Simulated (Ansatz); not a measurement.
C2H3NO2 can be A, `NC(=O)C=O`, or B, `N=C1OCO1`.

Isolated molecules relaxed with PBE0-D4/def2-TZVP in Ansatz; ΔE leaves out vibrations. CCSD(T)/CBS adds triple-zeta CCSD(T) − MP2 to the extrapolated MP2 energy (def2 sets, frozen cores). Functionals use def2-TZVPP. B3LYP here is the variant with VWN-RPA as its local correlation; programs differ in this. One conformer a species, not always the lowest.

Which is lower in electronic energy at CCSD(T)/CBS, and by how much? (An estimate is asked.)

Computed: A, by 116.1 kJ/mol.

Give E(B) − E(A) in kJ/mol with r2SCAN-D4, HF/def2-TZVPP, MP2/def2-TZVPP, CCSD(T)/def2-SVP, CCSD(T)/def2-TZVPP, B3LYP-D4, B2PLYP. (Best estimate.)

The calculation gave: r2SCAN-D4 112.7, HF/def2-TZVPP 123.6, MP2/def2-TZVPP 116.5, CCSD(T)/def2-SVP 130.7, CCSD(T)/def2-TZVPP 112.6, B3LYP-D4 127.0, B2PLYP 125.2. None reverses the order clearly.

Does the order hold for the free energy at 298.15 K (harmonic terms from PBE0-D4)? (Estimate.)

Computed: Yes: G(B) − G(A) = +124.2 kJ/mol, for one conformer each.

Largest T1 diagnostic: 0.016.

From BLYP to BHLYP (50 % exact exchange), in def2-TZVPP and without D4, E(B) − E(A) moves by −13.5 kJ/mol. At CCSD(T), def2-SVP lies +14.6 kJ/mol from the extrapolated value and def2-TZVPP −3.5 kJ/mol.
